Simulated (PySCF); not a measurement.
## O₂ at PBE

Computed with PBE; PySCF, no relativity, basis sets O pcseg-1.

For O₂, the state is ³Σg⁻ (triplet), unpaired electrons π ↑↑. The bond length is 1.226 Å and the harmonic wavenumber is 1548 cm⁻¹. The force constant is 11.3 mdyn/Å. The rotational constant Be is 1.402 cm⁻¹ and the anharmonicity ωexe is 11.3 cm⁻¹. The vibration–rotation constant αe is 0.0154 cm⁻¹, the well depth De to O + O is 140.3 kcal/mol and the dissociation energy D0 is 138.1 kcal/mol. The bond order (Mayer) is 1.85.

The state was picked by a PBE0 search and need not be the measured ground state.
